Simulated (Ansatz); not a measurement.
Input file:

```yaml
crystal:
  periodic: [false, false, false]
  atoms:
    - {symbol: P, position_ang: [0.000000, 0.000000, 0.000000]}
    - {symbol: H, position_ang: [0.000000, 0.000000, 1.442600]}
basis:
  gaussian: {orbitals: aug-cc-pVDZ}
total_charge: -1
magnetization: {spin_polarized: false, initial_magnetization: 3}
correlation: {method: ccsdtq, electrons: outside_noble_gas}
```

```sh
$ ansatz run in.yaml --threads 2 --pin off --events-out ev --progress --plain --max-ram 16896MiB --backend cuda --devices 0, --max-vram 18GiB
```

Output:

```
593 factors; integrals over basis functions are off by at most 1.1e-7 eV
mean field evaluation 1: about -9282.5916 eV, gradient 1.9e1 eV
mean field evaluation 2: about -9282.5872 eV, gradient 1.9e1 eV
mean field evaluation 4: about -9285.6503 eV, gradient 1.1e0 eV
mean field evaluation 8: about -9285.6675 eV, gradient 9.6e-3 eV
mean field evaluation 16: about -9285.6641 eV, gradient 2.9e-1 eV
mean field evaluation 32: about -9283.9045 eV, gradient 1.8e0 eV
mean field evaluation 64: about -9282.8162 eV, gradient 5.9e-1 eV
mean field evaluation 96: about -9283.9484 eV, gradient 9.5e-1 eV
mean field evaluation 128: about -9282.9279 eV, gradient 6.2e0 eV
mean field evaluation 160: about -9281.9283 eV, gradient 7.4e-4 eV
...
cycle   6  -3.48259439 eV  change    1.4e-3 eV  update   1.2e-3
cycle   7  -3.48274078 eV  change   -1.5e-4 eV  update   4.2e-4
cycle   8  -3.48311055 eV  change   -3.7e-4 eV  update   1.5e-4
cycle   9  -3.48313318 eV  change   -2.3e-5 eV  update   5.9e-5
cycle  10  -3.48307487 eV  change    5.8e-5 eV  update   2.5e-5
cycle  11  -3.48308366 eV  change   -8.8e-6 eV  update   1.2e-5
cycle  12  -3.48309095 eV  change   -7.3e-6 eV  update   5.6e-6
cycle  13  -3.48309299 eV  change   -2.0e-6 eV  update   2.0e-6
cycle  14  -3.48309191 eV  change    1.1e-6 eV  update   1.0e-6
cycle  15  -3.48309112 eV  change    7.9e-7 eV  update   4.5e-7
Total energy: -9289.15058477 eV, -341.3699875780 hartree
```

For the same geometry and basis full CI lies 0.0 meV lower.

Ran on 2 threads of AMD EPYC 7R13 with a shared H100 80 GB, shared host: 14 s wall, 0.89 GiB peak host memory.
